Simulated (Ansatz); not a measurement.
Process, species as SMILES: [C](O)=O → O=[C-]O (an electron is taken up)
B3LYP-D3(BJ)/def2-TZVP geometries, fixed; electronic energies without zero-point terms; positive where energy is released.

Effect of the final integration grid (spheres per factor e of radius in core and valence, angular degree) at PBE0/def2-TZVPP with Ansatz (a program for electronic structure), against the last row, where the adiabatic electron affinity is 1.00 eV. Species with rotatable bonds are taken in one conformer. Open shells are unrestricted. The default's grid is 13, 11, 36.

```json
[
 {"setting": "accuracy: medium (default)", "largest shift of a total energy (mEh)": "0.000", "shift of the adiabatic electron affinity (eV)": "0.000"},
 {"setting": "final_grid: 4, 3, 11", "largest shift of a total energy (mEh)": "-0.760", "shift of the adiabatic electron affinity (eV)": "0.012"},
 {"setting": "final_grid: 6, 5, 17", "largest shift of a total energy (mEh)": "-0.083", "shift of the adiabatic electron affinity (eV)": "-0.003"},
 {"setting": "final_grid: 8, 7, 23", "largest shift of a total energy (mEh)": "-0.019", "shift of the adiabatic electron affinity (eV)": "0.000"},
 {"setting": "final_grid: 10, 9, 29", "largest shift of a total energy (mEh)": "-0.002", "shift of the adiabatic electron affinity (eV)": "0.000"},
 {"setting": "final_grid: 18, 15, 47", "largest shift of a total energy (mEh)": "0.000", "shift of the adiabatic electron affinity (eV)": "0.000"},
 {"setting": "final_grid: 26, 22, 59", "largest shift of a total energy (mEh)": "0.000", "shift of the adiabatic electron affinity (eV)": "0.000"}
]
```

Within 0.01 eV in the adiabatic electron affinity: accuracy: medium (default); final_grid: 6, 5, 17; final_grid: 8, 7, 23; final_grid: 10, 9, 29; final_grid: 18, 15, 47. The largest shift is 0.760 mEh in a total energy and 0.012 eV in the difference.
